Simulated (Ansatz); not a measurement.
We consider fcc Ni, described by PBE (Ansatz, a first-principles code, plane waves, PAW).

Numerical settings: plane-wave cutoff 520 eV, 20×20×20 k mesh, Fermi–Dirac smearing 0.1 eV, perturbation theory, spin-polarised with parallel moments, scalar-relativistic PAW data made under PBE.

Computed at the level's own relaxed cell.

```yaml
crystal:
  lattice:
    - [0.00000, 1.75944, 1.75944]
    - [1.75944, 0.00000, 1.75944]
    - [1.75944, 1.75944, 0.00000]
  atoms:
    - { symbol: Ni, position: [0.00000, 0.00000, 0.00000] }
```

Harmonic phonon frequencies (cm⁻¹; i marks an imaginary mode):

```
q point  frequencies
-------  -----------
X        210 210 282
L        147 147 292
W        207 247 247
```

No imaginary mode appears at these points.
